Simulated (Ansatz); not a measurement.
Molecule: C$_{2}$H$_{7}$O, charge 1, multiplicity 1. It need not be the lowest isomer of its formula. 
Geometry from a B3LYP-D3(BJ)/def2-TZVP (Ansatz, a program for electronic structure) optimisation:
```
O
H 1 0.9734
C 1 1.4920 2 111.76
H 3 1.0846 1 105.30 2 -168.60
H 3 1.0853 4 111.35 1 -114.08
H 3 1.0870 4 112.49 5 -127.65
C 1 1.4920 2 111.76 3 133.57
H 7 1.0846 1 105.30 2 168.60
H 7 1.0853 8 111.35 1 114.08
H 7 1.0870 8 112.49 9 127.65
```
Charge +1, spin multiplicity 1.

Parts of the frozen-core correlation energy in 6-31G* (Ansatz, hartree). Frozen orbitals: 3; correlated occupied orbitals by spin: 10 and 10; virtual: 46 and 46. No spin-orbit coupling. No relativistic terms.

| term | value |
|---|---|
| reference (HF) | -154.38142 |
| MP2 opposite-spin | … |
| MP2 same-spin | … |
| CCSD correlation | -0.47072 |
| (T) | … |
| T1 diagnostic | 0.009 |
| largest doubles amplitude | 0.021 |

**Question.** Complete the blanks.

**Answer.** 
- MP2 opposite-spin, value: -0.33172
- MP2 same-spin, value: -0.10158
- (T), value: -0.01052
